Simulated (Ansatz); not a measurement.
A nudged elastic band was laid between two geometries of CH4AlCl (7 atoms, charge 0, multiplicity 1).

Level of theory: RKS r2SCAN/6-31G* (Ansatz).

- movable images: 8
- climbing image: no
- spring: 5.0 eV/Å²
- optimiser: quadratic models (default)
- start path: through a guess of the saddle point
- force threshold: 0.05 eV/Å
- iteration limit: 60
- end points: relaxed

Image 0:

```xyz
7
Properties=species:S:1:pos:R:3
Al 0.125 0.000 0.285
H 0.080 -0.005 1.871
Cl 2.061 0.004 -0.572
C -1.437 0.001 -0.875
H -2.043 -0.901 -0.712
H -2.091 0.855 -0.648
H -1.183 0.046 -1.940
```

Image 9:

```xyz
7
Properties=species:S:1:pos:R:3
Al -0.278 -0.001 -0.177
H 1.923 0.000 0.956
Cl 3.107 0.001 1.563
C -2.035 0.000 -1.090
H -2.619 -0.906 -0.864
H -2.656 0.860 -0.794
H -1.931 0.045 -2.186
```

Task: What changes between the two ends?

Result: Bonds broken: Al1–H2, Al1–Cl3. Bonds formed: H2–Cl3. CH4AlCl becomes CH3Al + ClH.

Task: What energy profile does the band end with?

Result: It converged. The highest image is number 4 of 0 to 9, 299.8 kJ/mol above the first end and 12.3 kJ/mol above the last; the last end lies 287.5 kJ/mol above the first. Neighbouring images differ by up to 1.6 eV, so the band resolves the path poorly. No image climbed, so the highest image needn't sit at the top of the path. The orbitals stay closed-shell, which can raise the energy where a bond breaks towards radicals; this wasn't checked here.

| image | path coordinate (Å) | energy (kJ/mol) | Al1–H2 (Å) | Al1–Cl3 (Å) | H2–Cl3 (Å) |
| --- | --- | --- | --- | --- | --- |
| 0 | 0.00 | 0.0 | 1.59 | 2.12 | 3.15 |
| 1 | 0.60 | 20.9 | 1.57 | 2.12 | 2.87 |
| 2 | 1.20 | 134.1 | 1.55 | 2.26 | 2.29 |
| 3 | 1.80 | 291.1 | 1.66 | 2.67 | 1.79 |
| 4 | 2.40 | 299.8 | 2.11 | 3.14 | 1.37 |
| 5 | 3.00 | 295.7 | 2.23 | 3.39 | 1.35 |
| 6 | 3.60 | 293.0 | 2.30 | 3.56 | 1.35 |
| 7 | 4.19 | 290.5 | 2.37 | 3.67 | 1.34 |
| 8 | 4.79 | 288.4 | 2.43 | 3.76 | 1.33 |
| 9 | 5.39 | 287.5 | 2.47 | 3.81 | 1.33 |

Task: What is the geometry of the highest image?

Result: 
```xyz
7
Properties=species:S:1:pos:R:3
Al -0.849 0.015 0.975
H 1.261 0.000 0.995
Cl 2.114 -0.018 -0.075
C -1.643 0.004 -0.837
H -2.210 -0.915 -1.046
H -2.323 0.849 -1.017
H -0.839 0.065 -1.586
```

Run time: 5.8 min on 1 thread of Intel(R) Xeon(R) Platinum 8259CL CPU @ 2.50GHz (Skylake/Cascade Lake), on a shared host, peak memory 0.14 GiB.
